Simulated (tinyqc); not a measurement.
Inside a calculation (part 2 of 2). Method: RKS/PBE in the sto-3g basis, for OH-, spin multiplicity 1. The basis has no diffuse functions, so it cannot describe the extra electron: this is an exercise in the method, not the real anion. Computed by tinyqc, a small Python program that keeps every step (integrals from PySCF). Command: `OMP_NUM_THREADS=1 python tinyqc.py 30068 30069 out.jsonl` (the two numbers bound the seeds that draw the settings). One thread of a shared host (Intel(R) Xeon(R) Processor @ 2.60GHz), about 0.9 s of CPU time with the checks.

Geometry (angstrom):
```
atom         x         y         z
O     0.000000  0.000000  0.000000
H     0.000000  0.000000  1.039000
```

## Convergence

Stop when the energy changes by less than 1e-08 hartree and every element of the error matrix X^T (F D S - S D F) X is below 3e-05.

Course of the cycle:
```
iteration   E (hartree)     change  largest element of the error matrix
1          -73.93058401          -                             5.77e-01
2          -74.08186038  -1.51e-01                             2.93e-01
3          -74.15653055  -7.47e-02                             2.25e-01
4          -74.20700942  -5.05e-02                             1.70e-01
5          -74.24086483  -3.39e-02                             1.27e-01
6          -74.26410594  -2.32e-02                             9.05e-02
7          -74.27986594  -1.58e-02                             6.45e-02
8          -74.29067401  -1.08e-02                             4.51e-02
9          -74.29811073  -7.44e-03                             3.19e-02
10         -74.30326072  -5.15e-03                             2.24e-02
11         -74.30683759  -3.58e-03                             1.57e-02
12         -74.30932763  -2.49e-03                             1.10e-02
13         -74.31106390  -1.74e-03                             7.75e-03
14         -74.31227598  -1.21e-03                             5.43e-03
...                 ...        ...                                  ...
34         -74.31509133  -9.61e-07                             4.34e-06
35         -74.31509200  -6.73e-07                             3.04e-06
36         -74.31509247  -4.71e-07                             2.13e-06
37         -74.31509280  -3.30e-07                             1.49e-06
38         -74.31509303  -2.31e-07                             1.04e-06
39         -74.31509319  -1.62e-07                             7.30e-07
40         -74.31509331  -1.13e-07                             5.11e-07
41         -74.31509338  -7.91e-08                             3.58e-07
42         -74.31509344  -5.54e-08                             2.50e-07
43         -74.31509348  -3.88e-08                             1.75e-07
44         -74.31509351  -2.71e-08                             1.23e-07
45         -74.31509352  -1.90e-08                             8.59e-08
46         -74.31509354  -1.33e-08                             6.01e-08
47         -74.31509355  -9.31e-09                             4.21e-08
```

PySCF RKS in the same basis, fine grid = -74.31515259 hartree

Converged in 47 iterations. The coarse grid moves the energy by +5.90e-05 hartree.

## Populations, bond orders and dipole

D after iteration 47, lower triangle:
```
            1O 1s      1O 2s    1O 2px    1O 2py    1O 2pz     2H 1s
1O 1s    2.115355
1O 2s   -0.494806   2.179070
1O 2px   0.000000   0.000000  2.000000
1O 2py   0.000000   0.000000  0.000000  2.000000
1O 2pz   0.093081  -0.480243  0.000000  0.000000  0.590293
2H 1s    0.013419  -0.312625  0.000000  0.000000  0.767877  1.053946
```

overlap S, lower triangle:
```
           1O 1s     1O 2s    1O 2px    1O 2py    1O 2pz     2H 1s
1O 1s   1.000000
1O 2s   0.236704  1.000000
1O 2px  0.000000  0.000000  1.000000
1O 2py  0.000000  0.000000  0.000000  1.000000
1O 2pz  0.000000  0.000000  0.000000  0.000000  1.000000
2H 1s   0.044420  0.422727  0.000000  0.000000  0.363794  1.000000
```

Mulliken: Z minus the diagonal of D S on the atom; Loewdin: the same with S^(1/2) D S^(1/2); Mayer order: 2 sum_s sum (D(s) S)_ij (D(s) S)_ji over the two atoms.

Charges (e):
```
atom   Mulliken    Loewdin
1O    -0.798263  -0.802481
2H    -0.201737  -0.197519
```

Mayer bond orders:
```
pair     order
2-1   0.959302
```

dipole moment about the origin, x y z (debye): 0.000000  0.000000  -0.442678
